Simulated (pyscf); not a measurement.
**Atom transfer: Cl–Au (SMILES [Cl][Au]) + H• (SMILES [H]) → Au• (SMILES [Au]) + HCl (SMILES Cl)**

Gas phase, doublet surface, charge 0. Bonds broken: Au1–Cl2. Bonds formed: Cl2–H3. Optimised with ωB97X-D3(BJ)/def2-SVP in PySCF. Correlated levels are frozen-core, on RHF or UHF. ΔMP2 is the change of the MP2 total energy from the triple- to the quadruple-zeta basis.

Transition state (Å):

```xyz
3

Au     0.3987     2.4610     1.2673
Cl     0.6769     0.6435    -0.0929
H      0.9564    -0.9593    -1.3277
```

One imaginary mode, 744i cm⁻¹; descent along it reached the two sides named.

```
bond     change  reactant side (Å)  saddle  product side
-------  ------  -----------------  ------  ------------
Au1–Cl2  breaks              2.255   2.287           3.0
Cl2–H3    forms                3.5   2.042         1.285
```

Electronic energies relative to the separated reactants (kcal/mol):

```tsv
level	barrier	reaction energy	reverse barrier
ωB97X-D3(BJ)/def2-TZVP	3.2	-36.0	39.2
PBE/def2-TZVP	-3.9	-36.6	32.8
r²SCAN/def2-TZVP	-4.6	-36.9	32.3
B3LYP-D3(BJ)/def2-TZVP	-3.3	-41.6	38.3
PBE0-D3(BJ)/def2-TZVP	-1.1	-38.6	37.5
M06-2X/def2-TZVP	1.4	-43.9	45.3
ωB97M-D3(BJ)/def2-TZVP	2.8	-40.8	43.6
HF/def2-TZVP	8.1	-38.7	46.8
MP2/def2-QZVPP	3.8	-37.3	41.1
CCSD/def2-TZVPP	2.8	-43.4	46.1
CCSD(T)/def2-TZVPP	2.1	-41.2	43.3
CCSD(T)/def2-TZVPP + ΔMP2(QZVPP)	2.0	-39.1	41.1
```

With CCSD(T)/def2-TZVPP + ΔMP2(QZVPP) energies and thermal terms (ideal gas, 1 atm, RRHO with modes under 100 cm⁻¹ raised to 100, one conformer, R ln 2 for chiral ones without a mode under 150 cm⁻¹), in kcal/mol:

| T (K) | ΔH‡ | ΔG‡ | ΔH | ΔG |
|---|---|---|---|---|
| 298 | 1.7 | 7.3 | -35.5 | -35.5 |
| 600 | 1.4 | 13.0 | -36.0 | -35.3 |
| 900 | 1.1 | 18.9 | -36.5 | -34.9 |
| 1200 | 0.8 | 24.9 | -36.9 | -34.3 |

At PBE, r²SCAN, B3LYP-D3(BJ), PBE0-D3(BJ) this geometry lies under the reactants; that is no barrier but a single point on another level's saddle; such a level's own saddle, if it has one, lies nearer that side and is low. The reactants may also form a dative adduct at Cl–Au; it and routes through it were not searched. The angle at the transferred Cl is 179°. The CCSD(T) − MP2 part came from Ansatz, without density fitting, on the same reference. The frozen core leaves the outer d or s,p core shells of the metals and heavy elements correlated in the MP2 and CC values, and def2-TZVPP describes them poorly, which can shift differences by a few kcal/mol. Open-shell species with a d-block atom are single-reference here; other states, and whether the spin sits on metal or ligand, were not checked. Elements past Kr carry the def2 core potentials, without spin-orbit coupling.
